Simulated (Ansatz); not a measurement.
Ansatz (an electronic-structure program) input (B3LYP-D3(BJ)/def2-TZVP):

Ansatz 0.2 input:
```yaml
crystal:
  periodic: [false, false, false]
  atoms:
    - {symbol: C, position_ang: [-0.00574835, 0.04035460, 0.31779058]}
    - {symbol: C, position_ang: [0.11032573, 0.50520972, 1.47738901]}
    - {symbol: C, position_ang: [-0.01409246, -0.12275054, -1.01484071]}
    - {symbol: H, position_ang: [-0.08273601, 0.02337381, 2.43730830]}
    - {symbol: H, position_ang: [0.85625535, -0.48850718, -1.56441635]}
    - {symbol: H, position_ang: [-0.89383052, 0.09454574, -1.62559296]}
basis:
  gaussian:
    orbitals: def2-TZVP
hamiltonian:
  xc: b3lyp
  dispersion: d3bj
total_charge: -1
relax: {f_tol: 0.002, max_steps: 150}
```

End of the output:

```
integrals: 0.02 GiB planned
672 factors; their error is unknown
mean field: 0.28 GiB planned
mean field -3158.75159117 eV, -116.0819798968 hartree, gradient 1.1e-5 eV, S^2 0.000000; 0 other end points of the search recorded, 0 dependent functions left out
the calculation of the forces begins
reference -3158.75179927 eV, -116.0819875443 hartree; 11, 11 occupied and 100, 100 virtual orbitals, 672 factors
relax step  16: F+E_penalty+E_count = -3158.88838133 eV  Δ(F+E_penalty+E_count) = -1.569e-6 eV  max|allowed force component| = 2.885e-3 eV/Å  Δτ_max = 0.0003 Å  (34 SCF iters, accepted)
these checks for a lower state are left out or cut short: starts, cluster_reference, orbital_swaps, neighbouring_geometries, increment
integrals: 0.02 GiB planned
672 factors; their error is unknown
mean field: 0.28 GiB planned
mean field evaluation 128: about -3158.7516 eV, gradient 1.1e-5 eV
mean field -3158.75159253 eV, -116.0819799467 hartree, gradient 1.1e-5 eV, S^2 0.000000; 0 other end points of the search recorded, 0 dependent functions left out
the calculation of the forces begins
reference -3158.75180062 eV, -116.0819875938 hartree; 11, 11 occupied and 100, 100 virtual orbitals, 672 factors
relax step  17: F+E_penalty+E_count = -3158.88838173 eV  Δ(F+E_penalty+E_count) = -4.000e-7 eV  max|allowed force component| = 8.674e-4 eV/Å  Δτ_max = 0.0001 Å  (34 SCF iters, accepted)
integrals: 0.02 GiB planned
672 factors; their error is unknown
mean field: 0.28 GiB planned
mean field -3158.75159253 eV, -116.0819799467 hartree, gradient 1.1e-5 eV, S^2 0.000000; 1 other end points of the search recorded, 0 dependent functions left out
the calculation of the forces begins
reference -3158.75180062 eV, -116.0819875938 hartree; 11, 11 occupied and 100, 100 virtual orbitals, 672 factors
Total energy: -3158.88858982 eV, -116.0870145044 hartree
Atom 0 at     0.038864     0.171654     0.308038 Å, force     0.000620     0.000867    -0.000048 eV/Å
Atom 1 at     0.130995     0.572000     1.514942 Å, force    -0.000577    -0.000569    -0.000133 eV/Å
Atom 2 at    -0.014277    -0.122990    -1.007578 Å, force    -0.000045    -0.000149     0.000490 eV/Å
Atom 3 at    -0.117219    -0.088361     2.348039 Å, force     0.000177     0.000035     0.000117 eV/Å
Atom 4 at     0.841833    -0.531474    -1.538006 Å, force    -0.000049    -0.000194    -0.000167 eV/Å
Atom 5 at    -0.910023     0.051397    -1.597798 Å, force    -0.000126     0.000009    -0.000258 eV/Å
Dipole moment:    -0.104544    -0.345836    -0.309330 e Å
```

It need not be the lowest isomer of its formula. Whether it binds its extra electron was not tested at this geometry.
